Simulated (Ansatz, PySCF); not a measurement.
Dissociation curve of SMILES CCO. The C1–C5 bond (C1 also carries H, H, H; C5 carries H, H, O) is pulled apart rigidly from the PBE0/def2-TZVP optimised geometry.

Methods: UHF/cc-pVDZ (PySCF); RHF/cc-pVDZ (PySCF); UKS-PBE0 = PySCF with unrestricted PBE0/cc-pVDZ; RKS-PBE0 = restricted PBE0/cc-pVDZ (PySCF 2.14.0); UKS-wB97X-V = unrestricted wB97X-V/cc-pVDZ (PySCF); RKS-wB97X-V = restricted wB97X-V/cc-pVDZ in PySCF; UKS-B3LYP = unrestricted B3LYP/cc-pVDZ (PySCF 2.14.0); RKS-B3LYP = PySCF with restricted B3LYP/cc-pVDZ; UKS-PBE = unrestricted PBE/cc-pVDZ in Ansatz (a first-principles code); RKS-PBE = restricted PBE/cc-pVDZ run with Ansatz; UKS-B3LYP/6-31G* = unrestricted B3LYP/6-31G*, spherical d (PySCF); RKS-B3LYP/6-31G* = restricted B3LYP/6-31G*, spherical d (PySCF).

Scanned distances (Å): 1.21, 1.30, 1.37, 1.43, 1.46, 1.51, 1.55, 1.59, 1.65, 1.77, 1.87, 2.06, 2.29, 2.49, 2.71, 3.05, 3.30, 3.74, 4.10, 4.58, 5.28.

Q: Where does the unrestricted solution first break spin symmetry (<S²> of 0.01 or more)?

A: UHF: between 2.06 and 2.29 Å; UKS-PBE0: between 2.29 and 2.49 Å; UKS-wB97X-V: between 2.29 and 2.49 Å; UKS-B3LYP: between 2.49 and 2.71 Å; UKS-PBE: between 2.71 and 3.05 Å; UKS-B3LYP/6-31G*: between 2.49 and 2.71 Å.

| R / Å | <S²> UHF | E(RHF) − E(UHF) / kcal/mol | <S²> UKS-PBE0 | E(RKS-PBE0) − E(UKS-PBE0) / kcal/mol | <S²> UKS-wB97X-V | E(RKS-wB97X-V) − E(UKS-wB97X-V) / kcal/mol | <S²> UKS-B3LYP | E(RKS-B3LYP) − E(UKS-B3LYP) / kcal/mol | <S²> UKS-PBE | E(RKS-PBE) − E(UKS-PBE) / kcal/mol | <S²> UKS-B3LYP/6-31G* | E(RKS-B3LYP/6-31G*) − E(UKS-B3LYP/6-31G*) / kcal/mol |
|---|---|---|---|---|---|---|---|---|---|---|---|---|
| 1.21 | 0.00 | 0.0 | 0.00 | 0.0 | 0.00 | 0.0 | 0.00 | 0.0 | 0.00 | 0.0 | 0.00 | 0.0 |
| 1.30 | 0.00 | 0.0 | 0.00 | 0.0 | 0.00 | 0.0 | 0.00 | 0.0 | 0.00 | 0.0 | 0.00 | 0.0 |
| 1.37 | 0.00 | 0.0 | 0.00 | 0.0 | 0.00 | 0.0 | 0.00 | 0.0 | 0.00 | 0.0 | 0.00 | 0.0 |
| 1.43 | 0.00 | 0.0 | 0.00 | 0.0 | 0.00 | 0.0 | 0.00 | 0.0 | 0.00 | 0.0 | 0.00 | 0.0 |
| 1.46 | 0.00 | 0.0 | 0.00 | 0.0 | 0.00 | 0.0 | 0.00 | 0.0 | 0.00 | 0.0 | 0.00 | 0.0 |
| 1.51 | 0.00 | 0.0 | 0.00 | 0.0 | 0.00 | 0.0 | 0.00 | 0.0 | 0.00 | 0.0 | 0.00 | 0.0 |
| 1.55 | 0.00 | 0.0 | 0.00 | 0.0 | 0.00 | 0.0 | 0.00 | 0.0 | 0.00 | 0.0 | 0.00 | 0.0 |
| 1.59 | 0.00 | 0.0 | 0.00 | 0.0 | 0.00 | 0.0 | 0.00 | 0.0 | 0.00 | 0.0 | 0.00 | 0.0 |
| 1.65 | 0.00 | 0.0 | 0.00 | 0.0 | 0.00 | 0.0 | 0.00 | 0.0 | 0.00 | 0.0 | 0.00 | 0.0 |
| 1.77 | 0.00 | 0.0 | 0.00 | 0.0 | 0.00 | 0.0 | 0.00 | 0.0 | 0.00 | 0.0 | 0.00 | 0.0 |
| 1.87 | 0.00 | 0.0 | 0.00 | 0.0 | 0.00 | 0.0 | 0.00 | 0.0 | 0.00 | 0.0 | 0.00 | 0.0 |
| 2.06 | 0.00 | 0.0 | 0.00 | 0.0 | 0.00 | 0.0 | 0.00 | 0.0 | 0.00 | 0.0 | 0.00 | 0.0 |
| 2.29 | 0.47 | 6.2 | 0.00 | 0.0 | 0.00 | 0.0 | 0.00 | 0.0 | 0.00 | 0.0 | 0.00 | 0.0 |
| 2.49 | 0.71 | 18.8 | 0.01 | 0.0 | 0.15 | 0.3 | 0.00 | 0.0 | 0.00 | 0.0 | 0.00 | 0.0 |
| 2.71 | 0.85 | 34.4 | 0.47 | 3.2 | 0.55 | 5.7 | 0.36 | 1.7 | 0.00 | 0.0 | 0.38 | 1.9 |
| 3.05 | 0.95 | 57.1 | 0.79 | 13.3 | 0.82 | 19.0 | 0.73 | 9.7 | 0.51 | 2.3 | 0.75 | 10.3 |
| 3.30 | 0.98 | 71.7 | 0.90 | 21.0 | 0.91 | 29.1 | 0.86 | 16.2 | 0.74 | 6.3 | 0.87 | 17.3 |
| 3.74 | 1.01 | 93.1 | 0.97 | 32.4 | 0.98 | 45.2 | 0.96 | 26.3 | 0.91 | 13.2 | 0.96 | 27.9 |
| 4.10 | 1.01 | 107.0 | 0.99 | 39.4 | 1.00 | 56.0 | 0.99 | 32.6 | 0.96 | 17.7 | 0.99 | 34.7 |
| 4.58 | 1.01 | 120.8 | 1.00 | 45.9 | 1.00 | 67.1 | 1.00 | 38.6 | 0.99 | 21.9 | 1.00 | 40.8 |
| 5.28 | 1.01 | 132.9 | 1.01 | 51.2 | 1.00 | 77.4 | 1.00 | 43.4 | 1.00 | 25.0 | 1.00 | 45.3 |
